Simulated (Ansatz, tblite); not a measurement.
Removing and adding an electron: BH2Cl. Charge 0, multiplicity 1. Geometry: PBE0-D4/def2-TZVP. Ansatz, gas phase; energy differences of separate SCF runs; the oxidised species was run as a doublet alone; the reduced species was run as a doublet alone.

```xyz
4

B    -0.057   -0.057    0.130
H    -0.185   -1.237    0.218
H    -0.347    0.705    0.997
Cl    0.588    0.589   -1.344
```

The xTB rows come from tblite. Correlated methods freeze 6 core orbitals. In CCSD on the charge 1 doublet the largest single amplitude is 0.19, so its Hartree–Fock determinant may place the open shell otherwise than the density functionals do.

```csv
level,−HOMO (eV),vertical IE (eV),−LUMO (eV),vertical EA (eV),HOMO–LUMO gap (eV),IE − EA (eV),remarks
GFN2-xTB,11.37,14.94,7.69,3.21,3.67,11.74,–
HF/def2-TZVPP,–,10.70,–,–,–,–,–
PBE-D4/def2-TZVPD,7.30,–,2.88,-0.10,4.42,–,HOMO above zero (-1 doublet)
r2SCAN-D4/def2-TZVPD,7.59,–,2.48,-0.06,5.11,–,HOMO above zero (-1 doublet)
MP2/def2-TZVPD,–,–,–,-0.40,–,–,HOMO above zero (-1 doublet)
CCSD/def2-TZVPD,–,–,–,-0.41,–,–,HOMO above zero (-1 doublet)
CCSD/def2-TZVPP,–,11.49,–,–,–,–,–
CCSD(T)/def2-TZVPP,–,11.50,–,–,–,–,–
```

(1) Estimate the rows for GFN1-xTB, HF/def2-TZVPD, PBE-D4/def2-TZVP, r2SCAN-D4/def2-TZVP, PBE0-D4/def2-TZVP, PBE0-D4/def2-TZVPD, MP2/def2-TZVPP, CCSD(T)/def2-TZVPD.

Results:

(1) 
```json
{"level": "GFN1-xTB", "−HOMO (eV)": "12.10", "vertical IE (eV)": "15.50", "−LUMO (eV)": "7.72", "vertical EA (eV)": "3.68", "HOMO–LUMO gap (eV)": "4.38", "IE − EA (eV)": "11.82", "remarks": "–"}
{"level": "HF/def2-TZVPD", "−HOMO (eV)": "–", "vertical IE (eV)": "–", "−LUMO (eV)": "–", "vertical EA (eV)": "-0.97", "HOMO–LUMO gap (eV)": "–", "IE − EA (eV)": "–", "remarks": "HOMO above zero (-1 doublet)"}
{"level": "PBE-D4/def2-TZVP", "−HOMO (eV)": "7.27", "vertical IE (eV)": "11.06", "−LUMO (eV)": "2.83", "vertical EA (eV)": "–", "HOMO–LUMO gap (eV)": "4.43", "IE − EA (eV)": "–", "remarks": "–"}
{"level": "r2SCAN-D4/def2-TZVP", "−HOMO (eV)": "7.57", "vertical IE (eV)": "11.18", "−LUMO (eV)": "2.45", "vertical EA (eV)": "–", "HOMO–LUMO gap (eV)": "5.12", "IE − EA (eV)": "–", "remarks": "–"}
{"level": "PBE0-D4/def2-TZVP", "−HOMO (eV)": "8.65", "vertical IE (eV)": "11.31", "−LUMO (eV)": "1.82", "vertical EA (eV)": "–", "HOMO–LUMO gap (eV)": "6.83", "IE − EA (eV)": "–", "remarks": "–"}
{"level": "PBE0-D4/def2-TZVPD", "−HOMO (eV)": "8.67", "vertical IE (eV)": "–", "−LUMO (eV)": "1.86", "vertical EA (eV)": "-0.13", "HOMO–LUMO gap (eV)": "6.81", "IE − EA (eV)": "–", "remarks": "HOMO above zero (-1 doublet)"}
{"level": "MP2/def2-TZVPP", "−HOMO (eV)": "–", "vertical IE (eV)": "11.75", "−LUMO (eV)": "–", "vertical EA (eV)": "–", "HOMO–LUMO gap (eV)": "–", "IE − EA (eV)": "–", "remarks": "–"}
{"level": "CCSD(T)/def2-TZVPD", "−HOMO (eV)": "–", "vertical IE (eV)": "–", "−LUMO (eV)": "–", "vertical EA (eV)": "-0.37", "HOMO–LUMO gap (eV)": "–", "IE − EA (eV)": "–", "remarks": "HOMO above zero (-1 doublet)"}
```

   A HOMO above zero means that the electron is unbound at that level or that self-interaction error raises the level; the energy of removing that electron tells which. Raw xTB energy differences between charge states are shifted by several eV; the methods need an empirical correction for them. A negative affinity means that the extra electron isn't bound; its size then hangs on the basis.
